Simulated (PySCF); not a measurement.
Compound: hydrazinium(1+), N2H5 (charge +1).
SMILES with atom numbers: `[NH2:1][NH3+:2]`

The computed photoelectron lines, unassigned: N 1s: 413.57 (area 1), 416.81 (area 1) eV.

Computed, not measured: delta-SCF UKS SCAN, pcX-2 on the ionised atom, pcseg-1 elsewhere, spin-free X2C in PySCF 2.14.0. Geometry: PBE0-D3(BJ)/def2-SVP; no solvent, vibrations or thermal averaging.

Question: Assign the N 1s lines to atoms.

Answer: 413.57 eV: N1 (nitrogen bonded to N and 2 H); 416.81 eV: N2 (nitrogen bonded to N and 3 H). The listed N 1s values span 3.24 eV, from N1 (bonded to N and 2 H) to N2 (bonded to N and 3 H). Summing the Pauling electronegativity differences to the bonded atoms, each weighted by its formal bond order, gives -1.68 for the lowest site and -2.52 for the highest; the largest sum, -1.68, belongs to N1, 3.24 eV below the top. The smallest sum, -2.52, belongs to N2, 3.24 eV above the lowest.

Bonded neighbours of each site: N1: N and 2 H; N2: N and 3 H.

Question: Which photon wavelength matches the N 1s of N1 threshold?

Answer: λ = hc/E = 12398.42 eV Å / 413.57 eV = 29.979 Å.

The species carries charge +1, so core ionisation leaves charge +2.

The run took 3.4 s of wall time on one thread of an Arm Neoverse V2, no GPU, shared host with 96 logical CPUs at a one-minute load of 48, and the process peaked at 0.39 GiB of memory.
